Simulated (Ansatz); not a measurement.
Input file:

```yaml
crystal:
  periodic: [false, false, false]
  atoms:
    - {symbol: Al, position_ang: [0.000000, 0.000000, -0.459751]}
    - {symbol: O, position_ang: [0.000000, 0.000000, -2.053499]}
    - {symbol: H, position_ang: [0.000000, 0.000000, 2.513249]}
basis:
  gaussian: {orbitals: 6-31G}
correlation: {active_space: {ras: {orbitals: [5, 0, 13], electrons: 10, max_holes: 2, max_particles: 2}, fixed_orbitals: true}}
```

```sh
$ ansatz run in.yaml --threads 1 --pin off --events-out ev --progress --plain --max-ram 2393MiB
```

The program prints:

```
248 factors; integrals over basis functions are off by at most 1.8e-4 eV
mean field evaluation 1: about -8620.0863 eV, gradient 5.5e1 eV
mean field evaluation 2: about -8620.0920 eV, gradient 5.5e1 eV
mean field evaluation 4: about -8628.4490 eV, gradient 6.3e0 eV
mean field evaluation 8: about -8628.7576 eV, gradient 4.0e-1 eV
mean field evaluation 16: about -8622.6966 eV, gradient 1.5e1 eV
mean field -8628.76060665 eV, -317.1011035104 hartree, gradient 1.6e-6 eV, S^2 0.000000; 1 other end points of the search recorded, 0 dependent functions left out
reference -8628.76060665 eV, -317.1011035104 hartree; 11, 11 occupied and 13, 13 virtual orbitals, 248 factors
state -8634.52597836 eV, -317.3129770128 hartree
Total energy: -8634.52597836 eV, -317.3129770128 hartree
```

Natural occupations: 1.9905 1.9638 1.9638 1.9590 1.8053 0.2043 0.0343 0.0343 0.0228 0.0087 0.0040 0.0040 0.0017 0.0016 0.0006 0.0006 0.0005 0.0002.

For the same geometry and basis full CI lies 1470.5 meV lower.

Ran on 1 thread of Arm Neoverse V1, shared host: 0.57 s wall, 0.08 GiB peak host memory.
